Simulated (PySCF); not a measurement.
The vertical singlet excitations below were computed for one of the candidates. The calculation used TDDFT wB97X-D/def2-SVPD, vertical, gas phase, core orbitals frozen in the response (PySCF). Geometries: PBE0-D3(BJ)/def2-SVP, one conformer each.

```
state  E (eV)       f
   S1    4.94  0.0045
   S2    6.50  0.0004
   S3    6.75   0.134
   S4    7.71  0.0004
   S5    7.95  0.0079
   S6    8.00   0.072
   S7    8.09   0.076
   S8    8.67  0.0007
   S9    8.77   0.072
  S10    8.83  0.0032
```

Problem. Which structure fits? All have the formula C3H4N2.
A. `[H]/N=C(/C)C#N`
B. `[H]/N=C/CC#N`
C. `C/N=C\C#N`

Solution. A. Its S1 lies at 4.94 eV; the nearest of the others has S1 at 5.41 eV. S1 is HOMO→LUMO (98%). Löwdin shares by element: HOMO nitrogen 64% or more, carbon 17% or more, hydrogen 7% or more; LUMO nitrogen 49%, carbon 41% or more. At the same level the other candidates give, for their lowest levels:
- `[H]/N=C/CC#N`: 5.41 eV (f 0.003); 7.55 eV (f 0.006); 7.87 eV (f 0.015); 7.95 eV (f 0.019); 8.03 eV (f 0.002); T1 4.60 eV; HOMO -10.39, LUMO 0.81 eV
- `C/N=C\C#N`: 4.41 eV (f 0.004); 6.37 eV (f 0.000); 6.52 eV (f 0.249); 7.49 eV (f 0.000); 7.57 eV (f 0.002); T1 3.62 eV; HOMO -10.29, LUMO -0.35 eV
Triplets come from the Tamm–Dancoff approximation.
